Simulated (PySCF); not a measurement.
Bonds broken one at a time in the series acetyl-X. Isolated molecules, 0 K electronic values unless said otherwise. One relaxed conformer stands for each flexible species; it need not be the lowest. Strings in code marks are SMILES.

Calculation: PBE-D3(BJ)/def2-TZVP run with PySCF. All candidates: neutral, multiplicity 2. 

```yaml
dipole_moment: 1.48 D
highest_occupied_spin_orbital: -4.94 eV
```

Task: Name which member has these values.
(A) `[CH2]C`
(B) `O=[C][SiH3]`
(C) `[CH]=O`
(D) `[C]#C`

Result: C, `[CH]=O`. The others give `[C]#C`: 0.97 D, -7.33 eV; `[CH2]C`: 0.34 D, -4.55 eV; `O=[C][SiH3]`: 1.54 D, -4.25 eV
